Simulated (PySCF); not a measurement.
thiophene: calculation against experiment

**The experiment to reproduce.**

NIST CCCBDB Release 22 (SRD 101), experimental dipoles lists, for the gas: dipole moment (dielectric constant against temperature) 0.55 D.

How close the calculation comes is told at the end.

Thiophene, C₄H₄S.
Atom-mapped SMILES: `[cH:1]1[cH:2][cH:3][s:4][cH:5]1` (hydrogens: H6 on C1; H7 on C2; H8 on C3; H9 on C5)

Structure used (PBE/6-31+G*), in Å, numbered top down from 1:
```
atom  x, y, z in Å
C1    -0.7487   -0.6233   -0.0097
C2     0.6810   -0.6995   -0.0102
C3     1.2781    0.5458    0.0073
S4     0.0984    1.8185    0.0240
C5    -1.2099    0.6782    0.0079
H6    -1.4105   -1.4933   -0.0221
H7     1.2459   -1.6354   -0.0229
H8     2.3415    0.7877    0.0111
H9    -2.2411    1.0328    0.0124
```

Runs made with PySCF (gas phase, on this PBE/6-31+G* geometry; no spin–orbit coupling):

| level | job | basis functions | wall time |
| --- | --- | --- | --- |
| PBE/6-31+G*, grid level 1 | geometry optimisation from a GFN2-xTB start | 102 | 19 s |

Hardware: an Arm Neoverse V1 with one thread, on a shared host.

All basis functions are spherical.

## Comparison

**Dipole moment.** Measured: 0.55 D (NIST CCCBDB Release 22 (SRD 101), experimental dipoles).

| level | computed (D) | computed − measured (D) | % (from the printed values) |
| --- | --- | --- | --- |
| PBE/6-31+G* | 0.49 | -0.06 | -11 |

The computed dipoles belong to one fixed geometry; measured ones are averaged over vibrations unless marked μe. Magnitudes are compared, not signs.

The geometry is computed, not the measured one. Where a level misses, the cause wasn't examined.
